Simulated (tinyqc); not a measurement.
Inside a calculation. Method: Pariser-Parr-Pople SCF with singles CI, for the molecule [CH2+]C=CC=O (SMILES; centres numbered as the heavy atoms are written). One step of it, computed by the program tinyqc.

Task: Singles CI, triplets. Over the 6 single excitations with the smallest orbital gaps: A = (e_a - e_i) delta - (ij|ab), with (pq|rs) = sum c_mp c_mq gamma_mn c_nr c_ns.

orbital energies (eV): [-21.402632, -19.248607, -10.824928, -7.202847, -5.122539]

coefficients, order 1C, 2C, 3C, 4C, 5O:
$$\begin{pmatrix}
0.289103 & -0.397932 & -0.606806 & 0.577050 & -0.238474 \\
0.505124 & -0.537531 & -0.074565 & -0.534418 & 0.405891 \\
0.512110 & -0.128609 & 0.649457 & 0.116768 & -0.534579 \\
0.467701 & 0.427968 & 0.135957 & 0.455788 & 0.609813 \\
0.424580 & 0.594149 & -0.431217 & -0.400042 & -0.347471
\end{pmatrix}$$

repulsion gamma_rs (eV), order 1C, 2C, 3C, 4C, 5O:
$$\begin{pmatrix}
10.350000 & 7.294348 & 5.150535 & 3.639548 & 2.899403 \\
7.294348 & 10.350000 & 7.296619 & 5.152134 & 3.735374 \\
5.150535 & 7.296619 & 10.350000 & 7.296619 & 5.433472 \\
3.639548 & 5.152134 & 7.296619 & 10.350000 & 8.172961 \\
2.899403 & 3.735374 & 5.433472 & 8.172961 & 16.590000
\end{pmatrix}$$

Give: triplet CI matrix; triplet excitation energies.

Result:

triplet CI matrix (eV), order 2>3, 1>3, 2>4, 2>5, 1>4, 1>5:
$$\begin{pmatrix}
1.8770 & 0.1468 & -0.7892 & -0.3203 & -1.4236 & -0.6846 \\
0.1468 & 3.8439 & -1.4236 & -0.6846 & -0.6900 & 0.3511 \\
-0.7892 & -1.4236 & 5.3713 & -0.6124 & 0.2646 & -1.8586 \\
-0.3203 & -0.6846 & -0.6124 & 7.2469 & -1.8586 & -0.5862 \\
-1.4236 & -0.6900 & 0.2646 & -1.8586 & 7.6163 & -0.3225 \\
-0.6846 & 0.3511 & -1.8586 & -0.5862 & -0.3225 & 9.0624
\end{pmatrix}$$

triplet excitation energies (eV): [1.0231, 2.8602, 5.3789, 6.1856, 9.4993, 10.0708]
